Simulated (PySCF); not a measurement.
Acrylamide: calculation and literature

Cartesian coordinates in Å; atom numbers follow the order of the lines, from 1:
```xyz
10

C    -1.606   -0.474    0.678
C    -0.529   -0.475   -0.107
C     0.569    0.513    0.124
N     1.614    0.413   -0.743
O     0.532    1.343    1.010
H    -1.671    0.257    1.490
H    -2.428   -1.179    0.535
H    -0.429   -1.192   -0.930
H     1.671   -0.314   -1.440
H     2.403    1.031   -0.612
```

Theoretical values (PySCF 2.14): PBE0-D3(BJ)/def2-SVP geometry, B3LYP/pcSseg-2 with gauge-including orbitals. One conformer, non-relativistic, no solvent.

Reference values: measured (solution, not stated per compound (mostly CDCl3 or CCl4); Pretsch, Buehlmann, Badertscher, Structure Determination of Organic Compounds, 4th ed. (2009)).
```csv
atoms,quantity,reference,computed,"computed, scaled"
H8,δ ¹H,6.48,6.16,6.03
H6,δ ¹H,6.17,6.96,6.80
H7,δ ¹H,5.71,5.89,5.76
```

Computed shifts are σ(ref) − σ with the named reference compound (TMS for H and C) calculated as an isolated molecule at the same level. The measured values may be among those fitted. Shieldings were converted by linear fits to measured shifts (mostly CDCl3, TMS scale, for H and C): ¹H: δ = 30.47 − 0.969σ (rms 0.18 ppm, 51 shifts). A few per cent of atoms miss by over 2 rms, more outside the fitted compound classes. Hydrogens on heteroatoms aren't scaled, only referred to computed TMS.

Question: How far are the unscaled ¹H shifts from the references?

Answer: Mean signed difference +0.22 ppm, mean absolute 0.43 ppm over 3 comparisons; the largest is +0.79 ppm at H6 (hydrogen on a β carbon of a C=C–C=O unit).
